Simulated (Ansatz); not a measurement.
System (SMILES): [O]O (O-OH), doublet.
Atoms: O1, O2, H3. Bonds: O1-O2, O2-H3.

Basis-set convergence of the harmonic zero-point energy at MP2 with Ansatz (a quantum-chemistry and plane-wave program). Each level at its own minimum, finite differences of forces, unscaled; the reference is a large set that could be run, not a limit. Cartesian d functions, on some or all atoms, in 6-31G*; all else is spherical. Cores are frozen. Core-valence sets carry the plain set on hydrogen. Open shells are unrestricted. No added dispersion term, no relativity. Reference: the value in def2-QZVPP, 9.13 kcal/mol, itself unsure by roughly 0.04 kcal/mol (its mean distance from cc-pVQZ, aug-cc-pVTZ, def2-TZVPPD). Deviations are taken from unrounded values.

```tsv
basis	functions	harmonic zero-point energy (kcal/mol)	minus reference (kcal/mol)
6-31G*	32	9.03	-0.10
cc-pVDZ	33	9.09	-0.04
def2-SVP	33	9.21	0.08
6-311G**	42	9.21	0.08
6-311+G**	50	9.14	0.00
aug-cc-pVDZ	55	8.99	-0.14
def2-TZVP	68	9.04	-0.10
cc-pVTZ	74	9.13	-0.01
pcseg-2	74	9.12	-0.01
def2-TZVPP	76	9.12	-0.02
jun-cc-pV(T+d)Z	92	9.07	-0.06
6-311++G(3df,3pd)	96	9.15	0.02
def2-TZVPPD	97	9.09	-0.05
cc-pCVTZ	100	9.12	-0.01
aug-cc-pVTZ	115	9.05	-0.08
cc-pVQZ	140	9.13	0.00
def2-QZVPP	144	9.13	0.00
```
